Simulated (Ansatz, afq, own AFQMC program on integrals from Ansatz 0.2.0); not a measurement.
**BH3Cl (doublet): AFQMC on the coupled-cluster ladder at distance B1–H4 along a hydrogen transfer = 1.327 Å, cc-pVTZ**

How near does AFQMC come to the top of the ladder for BH3Cl (doublet)?

The runs use Ansatz 0.2.0, Gaussian basis, and an in-house AFQMC program (afq) on its integrals; all values are calculated; cc-pVTZ, frozen cores.

Plan: PBE (unrestricted); CCSD(T) on UHF; r2SCAN (unrestricted); PBE0 (unrestricted); B3LYP (unrestricted); wB97M-V (unrestricted); B2PLYP (unrestricted); Phaseless AFQMC, CISD trial on UHF; Phaseless AFQMC, single-determinant trial on UHF.

### 1 The system

The geometry derives from fragments relaxed apart (PBE0/def2-TZVP) and kept rigid, so it is no stationary point. A hydrogen atom is moved between rigid fragments.

5 atoms, charge 0, spin multiplicity 2.

Atoms are counted from 1 here; the program's logs count them from 0.

Bond lengths: B1–H2 1.193 Å, B1–H3 1.193 Å, B1–H4 1.327 Å, H4–Cl5 1.527 Å. Angles: H2–B1–H3 120.0°, H2–B1–H4 120.0°, H3–B1–H4 120.0°, B1–H4–Cl5 180.0°.

### 2 PBE (unrestricted)

The input, in.yaml:

```yaml
crystal:
  periodic: [false, false, false]
  atoms:
    - {symbol: B, position_ang: [-2.055629, 0.000000, 0.000000]}
    - {symbol: H, position_ang: [-2.652362, 1.033571, 0.000000]}
    - {symbol: H, position_ang: [-2.652362, -1.033571, 0.000000]}
    - {symbol: H, position_ang: [-0.728629, 0.000000, 0.000000]}
    - {symbol: Cl, position_ang: [0.798371, 0.000000, 0.000000]}
basis:
  gaussian: {orbitals: cc-pVTZ}
magnetization: {spin_polarized: true, initial_magnetization: 1}
hamiltonian: {xc: {name: PBE}}
output: {orbitals: {seedname: orbitals}}
```

Started as:

```console
$ ansatz run in.yaml --threads 1 --pin off --events-out ev --progress --plain --max-ram 8192MiB --backend cpu
```

The program printed:

```text
Functional definition: PBE
  name "PBE"
  cite "Perdew, Burke & Ernzerhof, Phys. Rev. Lett. 77, 3865 (1996) doi:10.1103/PhysRevLett.77.3865"
  parent pbe
  parameter kappa = 0.804
  parameter beta = 0.06672455060314922
  exchange = pbe_x(kappa = kappa, mu = beta*pi^2/3)
  correlation = pbe_c(beta = beta)
665 factors; their error is unknown
mean field evaluation 1: about -13237.8440 eV, gradient 1.3e1 eV
mean field evaluation 2: about -13237.5496 eV, gradient 1.5e1 eV
mean field evaluation 4: about -13239.2082 eV, gradient 8.9e-1 eV
mean field evaluation 8: about -13239.2121 eV, gradient 2.3e-2 eV
mean field evaluation 16: about -13239.1905 eV, gradient 3.3e-5 eV
mean field -13239.19051140 eV, -486.5312774484 hartree, gradient 3.3e-5 eV, S^2 0.752661; 0 other end points of the search recorded, 0 dependent functions left out
reference -13239.19054601 eV, -486.5312787201 hartree; 13, 12 occupied and 93, 94 virtual orbitals, 665 factors
Total energy: -13239.19054601 eV, -486.5312787201 hartree
```

It took 1.6 s on 1 thread of AMD EPYC 7R13 (Zen 3), shared host; peak memory 1.9 GiB.

From the report: ⟨S²⟩ of the determinant 0.753 (pure doublet: 0.75).

### 3 CCSD(T) on UHF

in.yaml, as its differences from that of step 2:

```diff
@@ -11,3 +11,2 @@
 magnetization: {spin_polarized: true, initial_magnetization: 1}
-hamiltonian: {xc: {name: PBE}}
-output: {orbitals: {seedname: orbitals}}
+correlation: {method: ccsd_t, electrons: outside_noble_gas, hamiltonian_folder: ham}
```

Started as:

```console
$ ansatz run in.yaml --threads 1 --pin off --events-out ev --progress --plain --max-ram 24576MiB --backend cuda --devices 0, --max-vram 18GiB
```

The program printed, cut to the lines that bear on the results:

```text
Functional definition: HF
  name "HF"
  cite "Fock, Z. Phys. 61, 126 (1930) doi:10.1007/BF01340294"
  parent pbe
[...]
602 factors; integrals over basis functions are off by at most 1.2e-3 eV
[...]
mean field -13220.83527512 eV, -485.8567349567 hartree, gradient 3.2e-6 eV, S^2 0.776980; 2 other end points of the search recorded, 0 dependent functions left out
determinant -13220.83527512 eV, -485.8567349567 hartree, with singles and doubles -13230.06491596 eV, -486.1959180013 hartree
determinant -13218.65771724 eV, -485.7767111807 hartree, with singles and doubles -13227.80062611 eV, -486.1127068842 hartree
determinant -13218.62391735 eV, -485.7754690575 hartree, with singles and doubles -13227.76616420 eV, -486.1114404324 hartree
6 core orbitals not correlated: weight in the atoms' cores, before any rotation towards them, 1.000 or more for the frozen orbitals, at most 0.000 for the correlated occupied ones
reference -13220.83527512 eV, -485.8567349567 hartree; 7, 6 occupied and 93, 94 virtual orbitals, 602 factors
second order -8.03925574 eV of doubles, -0.00000000 eV of singles
cycle   1  -9.10961831 eV  change   -4.1e-1 eV  update   1.7e-2
[...]
cycle   9  -9.12069196 eV  change    1.1e-6 eV  update   7.4e-6
perturbative correction -0.30698272 eV, -0.0112814068 hartree
Total energy: -13230.26294980 eV, -486.2031956109 hartree
```

It took 4.1 s on 1 × NVIDIA H100 80GB HBM3 with 1 thread of AMD EPYC 7R13 (Zen 3), shared host; peak host memory 1.9 GiB.

From the report: ⟨S²⟩ of the determinant 0.777 (pure doublet: 0.75); correlation -9.4277 eV; T1 0.013; largest double amplitude 0.04.

This run also writes the integrals to the folder ham.

### 4 r2SCAN (unrestricted)

in.yaml, as its differences from that of step 3:

```diff
@@ -11,2 +11,2 @@
 magnetization: {spin_polarized: true, initial_magnetization: 1}
-correlation: {method: ccsd_t, electrons: outside_noble_gas, hamiltonian_folder: ham}
+hamiltonian: {xc: {name: r2SCAN}}
```

Started as:

```console
$ ansatz run in.yaml --threads 1 --pin off --events-out ev --progress --plain --max-ram 8192MiB --backend cpu
```

The program printed:

```text
Functional definition: r2SCAN
  name "r2SCAN"
  cite "Furness, Kaplan, Ning, Perdew & Sun, J. Phys. Chem. Lett. 11, 8208 (2020) doi:10.1021/acs.jpclett.0c02405"
  cite "Furness, Kaplan, Ning, Perdew & Sun, J. Phys. Chem. Lett. 11, 9248 (2020) doi:10.1021/acs.jpclett.0c03077"
  parent r2scan
  parameter k0 = 0.174
  parameter k1 = 0.065
  parameter a1 = 4.9479
  exchange = r2scan_x(k0 = k0, k1 = k1, a1 = a1)
  correlation = r2scan_c
665 factors; their error is unknown
mean field evaluation 1: about -13243.4178 eV, gradient 1.1e1 eV
mean field evaluation 2: about -13243.5850 eV, gradient 1.0e1 eV
mean field evaluation 4: about -13244.3221 eV, gradient 7.1e-1 eV
mean field evaluation 8: about -13244.3040 eV, gradient 2.5e-1 eV
mean field evaluation 16: about -13244.3042 eV, gradient 3.5e-5 eV
mean field -13244.30422759 eV, -486.7192030520 hartree, gradient 3.5e-5 eV, S^2 0.756019; 0 other end points of the search recorded, 0 dependent functions left out
reference -13244.30423891 eV, -486.7192034679 hartree; 13, 12 occupied and 93, 94 virtual orbitals, 665 factors
Total energy: -13244.30423891 eV, -486.7192034679 hartree
```

It took 3.5 s on 1 thread of AMD EPYC 7R13 (Zen 3), shared host; peak memory 1.9 GiB.

From the report: ⟨S²⟩ of the determinant 0.756 (pure doublet: 0.75).

### 5 PBE0 (unrestricted)

in.yaml, as its differences from that of step 4:

```diff
@@ -11,2 +11,3 @@
 magnetization: {spin_polarized: true, initial_magnetization: 1}
-hamiltonian: {xc: {name: r2SCAN}}
+hamiltonian: {xc: {name: PBE0}}
+output: {orbitals: {seedname: orbitals}}
```

The command is unchanged.

The program printed:

```text
Functional definition: PBE0
  name "PBE0"
  cite "Adamo & Barone, J. Chem. Phys. 110, 6158 (1999) doi:10.1063/1.478522"
  cite "Perdew, Burke & Ernzerhof, Phys. Rev. Lett. 77, 3865 (1996) doi:10.1103/PhysRevLett.77.3865"
  parent pbe
  parameter a = 0.25
  parameter kappa = 0.804
  parameter beta = 0.06672455060314922
  exchange = (1 - a)*pbe_x(kappa = kappa, mu = beta*pi^2/3) + a*exact_x
  correlation = pbe_c(beta = beta)
691 factors; their error is unknown
mean field evaluation 1: about -13239.9000 eV, gradient 8.4e0 eV
mean field evaluation 2: about -13240.2450 eV, gradient 4.5e0 eV
mean field evaluation 4: about -13240.3635 eV, gradient 6.2e-1 eV
mean field evaluation 8: about -13240.4345 eV, gradient 2.4e-1 eV
mean field evaluation 16: about -13240.4346 eV, gradient 6.5e-6 eV
mean field -13240.43458578 eV, -486.5769963385 hartree, gradient 6.6e-6 eV, S^2 0.755841; 0 other end points of the search recorded, 0 dependent functions left out
reference -13240.43461184 eV, -486.5769972962 hartree; 13, 12 occupied and 93, 94 virtual orbitals, 691 factors
Total energy: -13240.43461184 eV, -486.5769972962 hartree
```

It took 2 s on 1 thread of AMD EPYC 7R13 (Zen 3), shared host; peak memory 1.9 GiB.

From the report: ⟨S²⟩ of the determinant 0.756 (pure doublet: 0.75).

### 6 B3LYP (unrestricted)

in.yaml, as its differences from that of step 5:

```diff
@@ -11,3 +11,2 @@
 magnetization: {spin_polarized: true, initial_magnetization: 1}
-hamiltonian: {xc: {name: PBE0}}
-output: {orbitals: {seedname: orbitals}}
+hamiltonian: {xc: {name: B3LYP}}
```

Launched as before.

The program printed, cut to the lines that bear on the results:

```text
Functional definition: B3LYP
  name "B3LYP"
  cite "Stephens, Devlin, Chabalowski & Frisch, J. Phys. Chem. 98, 11623 (1994) doi:10.1021/j100096a001"
  cite "Becke, Phys. Rev. A 38, 3098 (1988) doi:10.1103/PhysRevA.38.3098"
  cite "Lee, Yang & Parr, Phys. Rev. B 37, 785 (1988) doi:10.1103/PhysRevB.37.785"
  cite "Vosko, Wilk & Nusair, Can. J. Phys. 58, 1200 (1980) doi:10.1139/p80-159"
[...]
680 factors; their error is unknown
[...]
mean field -13246.51073065 eV, -486.8002905439 hartree, gradient 2.6e-5 eV, S^2 0.754444; 0 other end points of the search recorded, 0 dependent functions left out
reference -13246.51095416 eV, -486.8002987577 hartree; 13, 12 occupied and 93, 94 virtual orbitals, 680 factors
Total energy: -13246.51095416 eV, -486.8002987577 hartree
```

Run time: 1.9 s. Hardware: 1 thread of AMD EPYC 7R13 (Zen 3), shared host; peak memory 1.9 GiB.

From the report: ⟨S²⟩ of the determinant 0.754 (pure doublet: 0.75).

### 7 wB97M-V (unrestricted)

in.yaml, as its differences from that of step 6:

```diff
@@ -11,2 +11,3 @@
 magnetization: {spin_polarized: true, initial_magnetization: 1}
-hamiltonian: {xc: {name: B3LYP}}
+hamiltonian: {xc: {name: wB97M-V}}
+output: {orbitals: {seedname: orbitals}}
```

Launched as before.

The program printed, cut to the lines that bear on the results:

```text
Functional definition: wB97M-V
  name "wB97M-V"
  cite "Mardirossian & Head-Gordon, J. Chem. Phys. 144, 214110 (2016) doi:10.1063/1.4952647"
  cite "Becke, J. Chem. Phys. 107, 8554 (1997) doi:10.1063/1.475007"
  cite "Vydrov & Van Voorhis, J. Chem. Phys. 133, 244103 (2010) doi:10.1063/1.3521275"
  # Of w^i u^j: cxij and so on, Table III.
[...]
  gx(w, u) = 1 - cx + cx01*u + cx10*w
  gss(w, u) = css00 + css04*u^4 + css10*w + css20*w^2 + css43*w^4*u^3
  gos(w, u) = cos00 + cos10*w + (cos20 + cos21*u)*w^2 + (cos60 + cos61*u)*w^6
[...]
      + integral(e_c_pw_mod_opposite_spin*gos(b97_w_opposite, b97_u_opposite)) + vv10(b, c)
668 factors; their error is unknown
141 factors; integrals over basis functions are off by at most 6.7e-5 eV
[...]
mean field -13244.19916501 eV, -486.7153420734 hartree, gradient 4.2e-5 eV, S^2 0.753933; 0 other end points of the search recorded, 0 dependent functions left out
reference -13244.19920423 eV, -486.7153435148 hartree; 13, 12 occupied and 93, 94 virtual orbitals, 668 factors
Total energy: -13244.19920423 eV, -486.7153435148 hartree
```

It took 5.5 s on 1 thread of AMD EPYC 7R13 (Zen 3), shared host; peak memory 1.9 GiB.

From the report: ⟨S²⟩ of the determinant 0.754 (pure doublet: 0.75).

### 8 B2PLYP (unrestricted)

in.yaml, as its differences from that of step 7:

```diff
@@ -11,3 +11,3 @@
 magnetization: {spin_polarized: true, initial_magnetization: 1}
-hamiltonian: {xc: {name: wB97M-V}}
-output: {orbitals: {seedname: orbitals}}
+hamiltonian: {xc: {name: B2PLYP}}
+correlation: {electrons: outside_noble_gas}
```

Launched as before.

The program printed, cut to the lines that bear on the results:

```text
Functional definition: B2PLYP
  name "B2PLYP"
  cite "Grimme, J. Chem. Phys. 124, 034108 (2006) doi:10.1063/1.2148954"
  cite "Becke, Phys. Rev. A 38, 3098 (1988) doi:10.1103/PhysRevA.38.3098"
  cite "Lee, Yang & Parr, Phys. Rev. B 37, 785 (1988) doi:10.1103/PhysRevB.37.785"
[...]
602 factors; integrals over basis functions are off by at most 1.2e-3 eV
[...]
mean field -13238.64314802 eV, -486.5111622153 hartree, gradient 6.1e-6 eV, S^2 0.761207; 0 other end points of the search recorded, 0 dependent functions left out
6 core orbitals not correlated: weight in the atoms' cores, before any rotation towards them, 1.000 or more for the frozen orbitals, at most 0.000 for the correlated occupied ones
reference -13238.64329015 eV, -486.5111674384 hartree; 7, 6 occupied and 93, 94 virtual orbitals, 602 factors
second order -9.83782731 eV of doubles, -0.00000000 eV of singles
Total energy: -13241.29950353 eV, -486.6087814794 hartree
```

Run time: 2.6 s. Hardware: 1 thread of AMD EPYC 7R13 (Zen 3), shared host; peak memory 1.9 GiB.

From the report: ⟨S²⟩ of the determinant 0.761 (pure doublet: 0.75).

### 9 Phaseless AFQMC, CISD trial on UHF

It reads the integrals that the CCSD(T) run on this determinant wrote.

Started as:

```console
$ afq ham --method phaseless --trial cisd --walkers 900 --populations 20 --least-time 60 --time-step 0.005 --steps-per-block 50 --equilibration-blocks 28 --max-blocks 4000 --target-error 0.00021 --factor-cut 1e-05 --start spin_pure --seed 1221 --release-times 0.24,0.51,0.99,1.62,2.4 --release-step 0.03 --release-every 3 --taylor-order 6
```

The program printed:

```text
orbitals 100  electrons 7 6  factors 594 of 602
reference energy -485.85673496 Eh
CCSD correlation -0.33517930 Eh in 11 cycles, weight of the determinant in the CISD state 0.8703
energy of the start -486.190490 Eh
 block  time / (1/Eh)  mean weight  energy / Eh
     1     0.250  0.9999  -486.186437
     2     0.500  0.9996  -486.190695
     3     0.750  0.9993  -486.194680
     4     1.000  0.9996  -486.198204
     5     1.250  1.0002  -486.201581
     6     1.500  0.9999  -486.203845
     7     1.750  1.0002  -486.202912
     8     2.000  1.0002  -486.202452
     9     2.250  1.0007  -486.202371
    10     2.500  0.9988  -486.204087
    11     2.750  1.0005  -486.203837
    13     3.250  1.0001  -486.203670
    15     3.750  0.9999  -486.205043
    17     4.250  1.0000  -486.203204
    19     4.750  0.9993  -486.205450
    21     5.250  1.0001  -486.205912
    23     5.750  0.9995  -486.202990
    25     6.250  1.0005  -486.203571
    27     6.750  1.0008  -486.205622
    29     7.250  0.9989  -486.203296
    31     7.750  1.0005  -486.206399
    33     8.250  1.0001  -486.203770
    35     8.750  1.0009  -486.206073
    37     9.250  1.0005  -486.204580
    39     9.750  0.9991  -486.202907
    41    10.250  1.0005  -486.203003
    43    10.750  1.0001  -486.203741
    45    11.250  0.9992  -486.203725
    47    11.750  1.0007  -486.203096
    49    12.250  0.9990  -486.205843
    51    12.750  1.0005  -486.206553
    53    13.250  1.0000  -486.204860
    55    13.750  1.0004  -486.205319
    57    14.250  1.0000  -486.206369
    59    14.750  0.9990  -486.204490
    61    15.250  1.0010  -486.202816
    63    15.750  0.9998  -486.204813
    65    16.250  1.0006  -486.204191
    67    16.750  1.0009  -486.204267
    69    17.250  0.9994  -486.205188
    71    17.750  1.0001  -486.204024
    73    18.250  0.9992  -486.202560
    75    18.750  0.9994  -486.202934
    77    19.250  1.0007  -486.204204
    79    19.750  1.0003  -486.205215
    81    20.250  1.0008  -486.205345
    83    20.750  0.9994  -486.206334
    85    21.250  0.9994  -486.203901
    87    21.750  0.9995  -486.204614
    89    22.250  0.9996  -486.204304
    91    22.750  1.0007  -486.203897
    93    23.250  0.9979  -486.204465
    95    23.750  0.9994  -486.205986
    97    24.250  1.0001  -486.204770
error from the spread of 20 populations
released: time / (1/Eh)  energy / Eh  error  mean overlap
  0.24  -486.204557  0.000177  1.0022
  0.51  -486.204496  0.000162  1.0064
  0.99  -486.204736  0.000245  1.0030
  1.62  -486.205006  0.000237  0.9907
  2.40  -486.205274  0.000436  0.9743
energy -486.204560 +/- 0.000209 Eh
```

Run time: 79 s. Hardware: 1 × NVIDIA H100 80GB HBM3 with 2 threads of AMD EPYC 7R13 (Zen 3), shared host; peak host memory 1.9 GiB.

Energy -13230.3001 ± 0.0057 eV. Caveats: constraint bias not in the error.

### 10 Phaseless AFQMC, single-determinant trial on UHF

It reads the integrals that the CCSD(T) run on this determinant wrote.

Started as:

```console
$ afq ham --method phaseless --trial hf --walkers 900 --populations 10 --least-time 40 --time-step 0.005 --steps-per-block 20 --equilibration-blocks 112 --max-blocks 4000 --target-error 0.0010500000000000002 --factor-cut 1e-05 --start spin_pure --seed 2331 --taylor-order 6
```

The program printed:

```text
orbitals 100  electrons 7 6  factors 594 of 602
reference energy -485.85673496 Eh
CCSD correlation -0.33517930 Eh in 11 cycles, weight of the determinant in the CISD state 0.8703
energy of the start -485.857429 Eh
 block  time / (1/Eh)  mean weight  energy / Eh
     1     0.100  1.0012  -485.943352
     2     0.200  1.0020  -486.002798
     3     0.300  1.0019  -486.047657
     4     0.400  1.0021  -486.081593
     5     0.500  1.0030  -486.106541
     6     0.600  1.0011  -486.124552
     7     0.700  1.0018  -486.140793
     8     0.800  1.0009  -486.150551
     9     0.900  1.0006  -486.160771
    10     1.000  0.9995  -486.168607
    11     1.100  1.0008  -486.176436
    21     2.100  1.0002  -486.199407
    31     3.100  0.9997  -486.198580
    41     4.100  1.0006  -486.214933
    51     5.100  1.0005  -486.203442
    61     6.100  0.9999  -486.202550
    71     7.100  1.0008  -486.211490
    81     8.100  0.9997  -486.194088
    91     9.100  1.0004  -486.196286
   101    10.100  0.9990  -486.210465
   111    11.100  0.9997  -486.206713
   121    12.100  0.9999  -486.189801
   131    13.100  1.0001  -486.206368
   141    14.100  1.0009  -486.202071
   151    15.100  1.0015  -486.215280
   161    16.100  0.9999  -486.209635
   171    17.100  0.9994  -486.205673
   181    18.100  1.0000  -486.205937
   191    19.100  1.0000  -486.205495
   201    20.100  0.9996  -486.207941
   211    21.100  0.9985  -486.209867
   221    22.100  0.9990  -486.207127
   231    23.100  0.9999  -486.200046
   241    24.100  0.9996  -486.210589
   251    25.100  0.9999  -486.206958
   261    26.100  0.9993  -486.191381
   271    27.100  0.9998  -486.198191
   281    28.100  1.0003  -486.194563
   291    29.100  0.9995  -486.205827
   301    30.100  1.0002  -486.207038
   311    31.100  0.9988  -486.204151
   321    32.100  0.9988  -486.209076
   331    33.100  1.0005  -486.202487
   341    34.100  1.0010  -486.215395
   351    35.100  0.9998  -486.200811
   361    36.100  1.0011  -486.214564
   371    37.100  0.9988  -486.200952
   381    38.100  1.0005  -486.210692
   391    39.100  0.9999  -486.212107
   401    40.100  0.9999  -486.195015
   411    41.100  0.9999  -486.201668
error from the spread of 10 populations
energy -486.203895 +/- 0.001024 Eh
```

It took 51 s on 1 × NVIDIA H100 80GB HBM3 with 2 threads of AMD EPYC 7R13 (Zen 3), shared host; peak host memory 1.9 GiB.

Energy -13230.2820 ± 0.0279 eV. Caveats: constraint bias not in the error.

### 11 All levels side by side

On the UHF determinant, counted from CCSD(T) (a yardstick, not exact):

```
                                                             level  energy (eV)  from CCSD(T) (kJ/mol)  statistical error (kJ/mol)  time
                                                                HF  -13220.8353                 +909.6                                  
                                                               MP2  -13228.8745                 +134.0                                  
                                                              CCSD  -13229.9560                  +29.6                                  
                                                           CCSD(T)  -13230.2629                    0.0                                  
              Phaseless AFQMC, CISD trial, step 0.005, 900 walkers  -13230.3001                   -3.6                         0.5  79 s
Phaseless AFQMC, single-determinant trial, step 0.005, 900 walkers  -13230.2820                   -1.8                         2.7  51 s
```

The functionals' totals stand on their own zeros and serve differences with other points: PBE -13239.191 eV; r2SCAN -13244.304 eV; PBE0 -13240.435 eV; B3LYP -13246.511 eV; wB97M-V -13244.199 eV; B2PLYP -13241.300 eV.

### 12 Results

| quantity | value |
| --- | --- |
| Phaseless AFQMC, CISD trial on UHF from CCSD(T) | -3.6 ± 0.5 kJ/mol |
| Phaseless AFQMC, single-determinant trial on UHF from CCSD(T) | -1.8 ± 2.7 kJ/mol |

In words: On UHF the phaseless walk with the CISD trial lies -3.6 kJ/mol from CCSD(T), 7 times its error bar. Error bars are statistical and leave out the constraint, the time step and what remains of the start.
